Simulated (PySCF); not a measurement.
**BF (SMILES [B]F) at SVWN5/def2-TZVPPD**

Aim: the energy change on altering one bond length of BF at SVWN5/def2-TZVPPD, from 2 runs. Input form: a Python script.

The results are computed with PySCF 2.14.0.

4 further runs of the same task are left out: 4 set aside as unsound or not needed.

## (1) The molecule

BF: 2 atoms, total charge 0, spin state singlet. As SMILES, `[B]F`. Geometry: relaxed at PBE0-D4/def2-TZVP.

Bond lengths: B1–F2 1.263 Å.

## (2) A single-point energy at SVWN5/def2-TZVPPD

run.py

```python
from pyscf import gto, dft

system = gto.Mole()
system.atom = '''
B      0.000000     0.000000    -0.017669
F      0.000000     0.000000     2.369225
'''
system.basis = 'def2-tzvppd'
system.unit = 'bohr'
system.charge = 0
system.max_memory = 1860
system.verbose = 3
system.build()

mf = dft.RKS(system)
mf.xc = 'svwn'
mf.grids.level = 5
mf.conv_tol = 1e-10
mf.kernel()
if not mf.converged:
    mf = mf.newton().run(mf.mo_coeff, mf.mo_occ)

e_final = mf.e_tot
print('E(%s) = %.9f' % ('SVWN5', e_final))
```

Run with:

```
$ OMP_NUM_THREADS=1 python run.py
```

Output:

```text
converged SCF energy = -123.797039976252
E(SVWN5) = -123.797039976
```

Wall time 2.5 s (1 thread of Arm Neoverse V2, shared host); peak memory 0.24 GiB.

## (3) The distorted shape at the same level

input.xyz

```xyz
2

B      0.000000     0.000000    -0.198860
F      0.000000     0.000000     1.253740
```

run.py

```python
from pyscf import gto, dft

mol = gto.M(
    atom='input.xyz',
    basis='def2-tzvppd',
    charge=0,
    max_memory=1860,
    verbose=3,
    spin=0,
)

mf = dft.RKS(mol, xc='svwn')
mf.grids.level = 5
mf.conv_tol = 1e-10
mf.kernel()
if not mf.converged:
    mf = mf.newton().run(mf.mo_coeff, mf.mo_occ)

energy = mf.e_tot
print('E(%s) = %.9f' % ('SVWN5', energy))
```

Run with:

```
$ OMP_NUM_THREADS=1 python run.py
```

Output:

```text
converged SCF energy = -123.774617192891
E(SVWN5) = -123.774617193
```

It took 2.5 s on 1 thread of Arm Neoverse V2, shared host; peak memory 0.23 GiB.

## (4) Outcome

At SVWN5/def2-TZVPPD:

| quantity | value |
| --- | --- |
| first shape: total energy | -123.79704 Eh |
| first shape: dipole moment | 1.07 D |
| first shape: HOMO energy | -6.82 eV |
| first shape: LUMO energy | -2.35 eV |
| first shape: HOMO–LUMO gap | 4.48 eV |
| distorted shape: total energy | -123.77462 Eh |
| distorted shape: dipole moment | 0.06 D |
| distorted shape: HOMO energy | -7.40 eV |
| distorted shape: LUMO energy | -3.16 eV |
| distorted shape: HOMO–LUMO gap | 4.24 eV |
| energy change with the B1–F2 bond stretched from 1.263 to 1.453 Å | 0.610 eV |

With the B1–F2 bond stretched from 1.263 to 1.453 Å the energy rises by 0.61 eV (14.1 kcal/mol). The first shape isn't relaxed at this level, so the change isn't measured from a minimum.
